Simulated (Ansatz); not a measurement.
Results of Hartree–Fock in Ansatz (plane waves, PAW) for rock-salt HfC.

Run with plane-wave cutoff 460 eV, 10×10×10 k mesh, Fermi–Dirac smearing 0.05 eV, scalar-relativistic PAW data made under PBE.

Computed points:

```tsv
V (Å³/atom)	E − E_lowest (meV/atom)
12.776	26.83
13.112	6.19
13.371	0.00
13.784	5.73
14.121	22.93
```

**Question.** Estimate the bulk modulus and its pressure derivative from these points.

**Answer.** V0 = 13.447 Å³/atom, B0 = 239 GPa, B′ = 3.8 (fit to the energies at full precision).

Measured, for comparison: bulk modulus 242 GPa (room temperature, no zero-point or thermal correction, our sources range from 242 to 286; as tabulated in Synthesis of Binary Transition Metal Nitrides, Carbides and Borides from the …); equilibrium volume per atom 12.47 Å³/atom (temperature not stated, no zero-point or thermal correction; as tabulated in Zhang et al. (2018), doi:10.1088/1367-2630/aac7f0). Computed (rounded) less measured: bulk modulus not scored (sources differ), equilibrium volume per atom +7.9 %.

Spin–orbit coupling is not included.

The computed numbers hold no vibrational or temperature effects.

The result took very roughly 29 core-minutes.

Ansatz is a first-principles code.
